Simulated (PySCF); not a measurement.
## How the functional moves excitation energies

Species: chloromethylene, CHCl (singlet state).
Bonds: C1–Cl2. Hydrogens: H3 on C1.

Linear-response calculations in the def2-SVPD basis (PySCF; singlets by full response, triplets Tamm–Dancoff, core orbitals frozen in the response; HF means time-dependent Hartree–Fock). 'Strongest' is the level of largest summed f among the singlets computed (10 roots, of which the last may lack a degenerate partner); it can jump between rows when another state enters that window. S1 is the lowest singlet of each run and needn't be the same state throughout; f(S1) is that of one state. Geometry: PBE0-D3(BJ)/def2-SVP; no solvent, vibrations or thermal averaging.

```csv
functional,kind,S1 (eV),f(S1),strongest (eV),T1 (eV),HOMO (eV),gap (eV),"ionisation energy, ΔSCF (eV)"
LDA,LDA,1.45,0.001,6.79,0.37,-5.71,0.92,9.74
PBE,GGA,1.64,0.002,6.75,0.34,-5.69,1.13,9.63
PBE0,"global hybrid, 25% exact exchange",1.67,0.002,7.04,0.25,-7.11,3.72,9.80
BHandHLYP,"global hybrid, 50% exact exchange",1.75,0.002,7.33,0.30,-8.46,6.40,9.88
CAM-B3LYP,range-separated hybrid,1.67,0.002,7.09,0.33,-8.55,6.45,9.93
wB97X-D,range-separated hybrid,1.74,0.002,9.34,0.46,-9.06,7.63,9.90
LC-wPBE,range-separated hybrid,1.62,0.002,9.62,0.16,-9.96,9.08,9.99
```

Question: What does B3LYP (global hybrid, 20% exact exchange) give?

Answer: S1 (eV) 1.73, f(S1) 0.002, strongest (eV) 6.91, T1 (eV) 0.41, HOMO (eV) -6.89, gap (eV) 3.28, ionisation energy, ΔSCF (eV) 9.86. S1 runs from 1.45 eV (LDA) to 1.75 eV (BHandHLYP), a spread of 0.30 eV, while the orbital gap spreads over 8.2 eV. −ε(HOMO) comes closest to its own ΔSCF ionisation energy with LC-wPBE (-0.03 eV) and misses most with LDA (-4.03 eV).
